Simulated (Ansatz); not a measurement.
Reaction (substitution at a C–O bond): `CC(O)O` + H–F → `CC(O)F` + H₂O

Program: Ansatz. Geometries: PBE0-D4/def2-TZVP. ΔE: electronic, gas phase. CCSD(T)/CBS is the MP2 limit (def2-TZVPP, def2-QZVPP) plus CCSD(T) − MP2 in def2-TZVPP, frozen cores. This one scheme is used for every species. DFT in def2-TZVPP. B3LYP here is the variant with VWN-RPA as its local correlation; programs differ in this. One conformer a species, not always the lowest.

```
             level  ΔE (kJ/mol)
            PBE-D4         -8.2
           BLYP-D4        -11.0
             B3LYP        -13.2
SCS-MP2/def2-TZVPP         -3.9
```

Task: What does CCSD(T)/CBS give? (An estimate is asked.)

Result: Computed: -4.2 kJ/mol. The listed levels differ from it by -4.0, -6.8, -9.0, 0.3 kJ/mol.

Largest T1 diagnostic among the species: 0.011.

In def2-TZVPP, CCSD(T) changes the Hartree–Fock value by +11.3 kJ/mol (the triples alone add +1.2 kJ/mol) and MP2 by +14.6 kJ/mol. Leaving LDA and LC-ωPBE aside and taking each functional with its dispersion term where it has one, the values, not all of them listed here, spread over 8.2 kJ/mol, from B97M-V to PBE-QIDH. LDA lies +5.1 kJ/mol from PBE without D4.
